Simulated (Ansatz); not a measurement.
# Two structures, one formula

Two relaxed structures of CH$_{3}$OSi, doublet (PBE0-D4/def2-TZVP; forces vanish, vibrations not checked).

A:

```xyz
6
angstrom
O 0.5197 -2.0205 0.6606
C 0.9594 -1.0112 0.1632
Si -0.1417 0.4465 -0.3393
H -1.5669 0.0791 -0.5193
H 0.4200 1.2527 -1.4548
H 2.0567 -0.8934 0.0101
```

B:

```tsv
atom	x (Å)	y (Å)	z (Å)
O1	1.0135	-1.7282	1.5559
C2	-0.2150	0.3600	-0.2115
Si3	0.7541	-1.2254	0.1404
H4	-1.0909	0.1228	-0.8197
H5	0.4146	1.0543	-0.7728
H6	-0.5169	0.7998	0.7403
```

Computed with Ansatz 0.2.0 (basis: def2-TZVPP); correlated methods freeze the cores; orbitals are unrestricted. B3LYP uses VWN-RPA correlation.

Which structure is lower at CCSD(T), and by how much? (An estimate is asked for; the value comes from the calculation.)

The calculation gives: B, by 36.80 kcal/mol (electronic energy, against the other). By their contacts, A is CH₃OSi ([O][CH][SiH2]) and B is CH₃OSi ([CH3][Si][O]).

All methods give the same order:

```
   method  E(B) − E(A) (kcal/mol)
   PBE-D4                  -35.16
r2SCAN-D4                  -36.46
  PBE0-D4                  -34.78
 B3LYP-D4                  -35.56
  wB97M-V                  -37.36
       HF                  -26.52
      MP2                  -45.41
     CCSD                  -35.20
  CCSD(T)                  -36.80
```

T1 diagnostic: at most 0.030. ⟨S²⟩ of the unrestricted Hartree–Fock references: 0.77 to 0.84 (a pure state has 0.75). The unrestricted reference is spin-contaminated, which hurts MP2 most.

Labels in which every atom is bracketed show which atoms are joined, not bond orders.

For scale, one of the runs: CCSD(T)/def2-TZVPP, 146 basis functions, launched by `ansatz run in.yaml --threads 2 --pin off --events-out ev --progress --plain --max-ram 4352MiB`. The run took 20 s on 2 CPU threads of an Intel Xeon 6975P-C (shared host), with 2.2 GiB of host memory at its peak.
